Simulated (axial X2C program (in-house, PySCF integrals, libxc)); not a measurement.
# A two-component session on AlC⁻: properties at the nuclei

Wanted for AlC⁻: properties at the nuclei, at the two-component level.

The runs use an in-house X2C program for linear molecules on PySCF integrals; two-component X2C with atomic mean-field terms, Al dyall-av3z, C dyall-av3z.

All values are calculated.

## Step 1: The job

Contents of task.json:

```json
{"zs": [13, 6], "q": -1, "bas": ["dyall-av3z", "dyall-av3z"], "r0": 1.8, "levels": ["PBE0", "HF", "B3LYP", "BHandHLYP", "PBE50"], "nst": 3}
```

Keys: zs atomic numbers; q charge; bas basis sets; r0 starting distance in Å; levels methods (HF also brings MP2); nst determinants followed.

Run with:

```sh
$ python soeom.py task.json out
```

Further steps of the session: Expectation values, lowest determinant; Expectation values, a higher determinant; Expectation values, a higher determinant.

**Question.** What will these runs give? Wanted: lowest determinant; Eeff magnitude; Ws magnitude Al; A∥/gI Al; qzz Al; higher determinant (for each run or level that gives them).

**Answer**, as computed:

```
                                        quantity                                            value
                              lowest determinant   Ω = 2 (excess of +ω over −ω: ω = 1/2, ω = 3/2)
                    Eeff magnitude (GV/cm), PBE0                                           0.0066
                     Ws magnitude Al (kHz), PBE0                                         9.56e-05
                            A∥/gI Al (MHz), PBE0                                             11.8
                             qzz Al (a.u.), PBE0                                            -0.61
                              higher determinant  Ω = 1 (excess of +ω over −ω: ω = -1/2, ω = 3/2)
Eeff magnitude (GV/cm), PBE0, higher determinant                                          0.00456
 Ws magnitude Al (kHz), PBE0, higher determinant                                          0.00171
        A∥/gI Al (MHz), PBE0, higher determinant                                            -26.9
         qzz Al (a.u.), PBE0, higher determinant                                            -1.42
                              higher determinant        Ω = 1 (excess of +ω over −ω: 2 × ω = 1/2)
Eeff magnitude (GV/cm), PBE0, higher determinant                                          0.00104
 Ws magnitude Al (kHz), PBE0, higher determinant                                          0.00279
        A∥/gI Al (MHz), PBE0, higher determinant                                             12.2
         qzz Al (a.u.), PBE0, higher determinant                                            -0.55
```

In the first state, the effective field runs from 0.00308 to 0.0121 GV/cm over the mean-field levels, so the levels don't agree on it. The expectation values come from single determinants, which for open shells can mix terms of unlike spin or miss the lowest Ω, so a determinant need not be a state. Eeff is the effective electric field on the electron dipole moment in this Ω state and Ws the scalar–pseudoscalar constant (defined with the proton number Z and per Ω); A∥ is the parallel hyperfine constant, which follows by multiplying with the nuclear g factor gI = μI/(I μN); qzz is the electric field gradient, eQq0 = 234.96 MHz × Q/barn × qzz. The operators were transformed with the bare-nucleus X2C matrices. A second determinant lies within 0.1 eV of the first, so their order is not settled at this level.
